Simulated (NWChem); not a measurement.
All runs are NWChem calculations. System: CHO (+1), charge 1, spin multiplicity 1, at a geometry optimised with PBE/def2-SVP. The structure started from a generated list of species. Level: TD-PBE0/6-31G* (spherical d).

The NWChem input:

```
start mol
memory heap 200 mb stack 900 mb global 1100 mb
charge 1
geometry units angstroms nocenter noautoz noautosym
  C      0.000000     0.000000    -0.521915
  O      0.000000     0.000000     0.596550
  H      0.000000     0.000000    -1.640908
end
basis spherical
  * library 6-31g*
end
dft
  xc pbe0
  semidirect memsize 60000000 filesize 0
  iterations 100
end
tddft
  rpa
  nroots 10
  notriplet
end
task tddft energy
```

NWChem printed:

```
             Northwest Computational Chemistry Package (NWChem) 7.3.0
             --------------------------------------------------------

                                NWChem Input Module
                                -------------------

 Scaling coordinates for geometry "geometry" by  1.889725989
 (inverse scale =  0.529177249)

                             Geometry "geometry" -> ""
                             -------------------------

 Output coordinates in angstroms (scale by  1.889725989 to convert to a.u.)

  No.       Tag          Charge          X              Y              Z
 ---- ---------------- ---------- -------------- -------------- --------------
    1 C                    6.0000     0.00000000     0.00000000    -0.52191500
    2 O                    8.0000     0.00000000     0.00000000     0.59655000
    3 H                    1.0000     0.00000000     0.00000000    -1.64090800

 Effective nuclear repulsion energy (a.u.)      27.4396452047

            Nuclear Dipole moment (a.u.)
            ----------------------------
        X                 Y               Z
 ---------------- ---------------- ----------------
     0.0000000000     0.0000000000     0.0000037795


 Summary of "ao basis" -> "" (spherical)
 ------------------------------------------------------------------------------
       Tag                 Description            Shells   Functions and Types
 ---------------- ------------------------------  ------  ---------------------
 *                           6-31g*                   on all atoms

                                 NWChem DFT Module
                                 -----------------

 Summary of "ao basis" -> "ao basis" (spherical)
 ------------------------------------------------------------------------------
       Tag                 Description            Shells   Functions and Types
 ---------------- ------------------------------  ------  ---------------------
 C                           6-31g*                  6       14   3s2p1d
 O                           6-31g*                  6       14   3s2p1d
 H                           6-31g*                  2        2   2s
[...]
     Dipole Oscillator Strength                    0.1580857978
     Electric Quadrupole                           0.0000002409
     Magnetic Dipole                               0.0000000000
     Total Oscillator Strength                     0.1580860387

          sigma_e =   1.3174 Angstrom
          sigma_h =   0.8820 Angstrom
         |d_h->e| =   1.0767 Angstrom
            d_exc =   1.9610 Angstrom
            d_CD1 =   1.5121 Angstrom
            d_CD2 =  -0.0230 Angstrom
            d_CD3 =   3.0377 Angstrom
     Pearson C.C. =  -0.0743

     Occ.    4  a   ---  Virt.   10  a    0.12008 X
     Occ.    4  a   ---  Virt.   11  a   -0.05350 X
     Occ.    5  a   ---  Virt.   10  a   -0.59654 X
     Occ.    5  a   ---  Virt.   11  a   -0.07353 X
     Occ.    5  a   ---  Virt.   14  a    0.09710 X
     Occ.    5  a   ---  Virt.   19  a   -0.05716 X
     Occ.    6  a   ---  Virt.    8  a   -0.55824 X
     Occ.    6  a   ---  Virt.    8  a    0.10346 Y
     Occ.    7  a   ---  Virt.    9  a   -0.55824 X
     Occ.    7  a   ---  Virt.    9  a    0.10346 Y
  ----------------------------------------------------------------------------
  Root   9 singlet a              0.589171409 a.u.               16.0322 eV
  ----------------------------------------------------------------------------
     Transition Moments    X -0.44896   Y -0.66987   Z -0.00000
     Transition Moments   XX -0.00000  XY -0.00000  XZ  0.51163
     Transition Moments   YY  0.00000  YZ  0.76339  ZZ  0.00000
     Dipole Oscillator Strength                    0.2554216814
     Electric Quadrupole                           0.0000009197
     Magnetic Dipole                               0.0000024169
     Total Oscillator Strength                     0.2554250181

          sigma_e =   1.1924 Angstrom
          sigma_h =   1.0772 Angstrom
         |d_h->e| =   0.3248 Angstrom
            d_exc =   1.7248 Angstrom
            d_CD1 =   0.4400 Angstrom
            d_CD2 =  -0.8101 Angstrom
            d_CD3 =   2.0496 Angstrom
     Pearson C.C. =  -0.1117

     Occ.    4  a   ---  Virt.    8  a    0.92667 X
     Occ.    4  a   ---  Virt.    8  a   -0.05446 Y
     Occ.    4  a   ---  Virt.    9  a   -0.21089 X
     Occ.    6  a   ---  Virt.   10  a    0.29985 X
     Occ.    7  a   ---  Virt.   10  a   -0.06942 X
  ----------------------------------------------------------------------------
  Root  10 singlet a              0.589171409 a.u.               16.0322 eV
  ----------------------------------------------------------------------------
     Transition Moments    X  0.66987   Y -0.44896   Z  0.00000
     Transition Moments   XX  0.00000  XY -0.00000  XZ -0.76339
     Transition Moments   YY -0.00000  YZ  0.51163  ZZ  0.00000
     Dipole Oscillator Strength                    0.2554216815
     Electric Quadrupole                           0.0000009197
     Magnetic Dipole                               0.0000024169
     Total Oscillator Strength                     0.2554250181

          sigma_e =   1.1924 Angstrom
          sigma_h =   1.0772 Angstrom
         |d_h->e| =   0.3248 Angstrom
            d_exc =   1.7248 Angstrom
            d_CD1 =   0.4400 Angstrom
            d_CD2 =  -0.8101 Angstrom
            d_CD3 =   2.0496 Angstrom
     Pearson C.C. =  -0.1117

     Occ.    4  a   ---  Virt.    8  a   -0.21089 X
     Occ.    4  a   ---  Virt.    9  a   -0.92667 X
     Occ.    4  a   ---  Virt.    9  a    0.05446 Y
     Occ.    6  a   ---  Virt.   10  a   -0.06942 X
     Occ.    7  a   ---  Virt.   10  a   -0.29985 X

              Target root =      1
          Target symmetry = none
      Ground state energy =   -113.415647416491
        Excitation energy =      0.341367629695
     Excited state energy =   -113.074279786797

  stored tddft:energy   -113.07427978679684

 Task  times  cpu:        4.4s     wall:        4.4s

 Total times  cpu:        4.4s     wall:        4.4s
```
